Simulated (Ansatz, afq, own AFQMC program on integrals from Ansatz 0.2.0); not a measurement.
## O, triplet in def2-SVP, levels against full CI

A free O atom.

Basis def2-SVP. Noble-gas cores (and the filled d shells of Ga–Kr and In–Xe) are frozen. Integrals, coupled cluster, full CI and functionals: Ansatz 0.2.0; the random walks run on the same integrals in our own AFQMC program. ph-AFQMC/CISD is guided by a CISD state made of CCSD amplitudes; releasing the constraint for a short imaginary time cuts its bias at the price of noise, slowly where states lie close. Error bars are statistical, one sigma.

Determinant: UHF, the one that the program's search chose, which needn't be the lowest solution.

Full CI on the same integrals is exact in this basis and with this determinant's frozen core.

- T1 diagnostic: 0.0034
- weight of the determinant in the CISD state: 0.971
- ⟨S²⟩ of the determinant: 2.005
- size of the correlated space: 6 electrons in 13 orbitals

Reference: full CI, correlation energy -3.199 eV. The released energy is read at 1.50 1/Eh (meV from the phaseless value at times in 1/Eh: -1.2 ± 0.7 at 0.24, -1.6 ± 0.5 at 0.50, -2.1 ± 0.4 at 1.00, -3.0 ± 0.4 at 1.50).

| level | E − E(reference) (mEh) | share of correlation (%) |
| --- | --- | --- |
| HF | 117.57 | 0.00 |
| MP2 | 16.27 | 86.16 |
| CCSD | 1.03 | 99.12 |
| CCSD(T) | 0.20 | 99.83 |
| CCSDT | 0.07 | 99.94 |
| CCSDT(Q) | 0.01 | 99.99 |
| CCSDTQ | 0.00 | 100.00 |
| ph-AFQMC/HF | 2.15 ± 0.45 | 98.18 |
| ph-AFQMC/CISD | 0.09 ± 0.04 | 99.93 |
| released AFQMC | -0.02 ± 0.01 | 100.02 |

CCSDT and higher add their correlation energy to the determinant of the CCSD(T) run, since their own runs factorise the integrals more tightly (a shift of under 2 meV). A walk keeps the symmetry of its determinant, which the program's search chose and which needn't be the lowest solution, so a lower state of the same spin and another symmetry isn't excluded. Released energies are given only where the last usable release times agree within the noise; a slower fall can still hide under it.
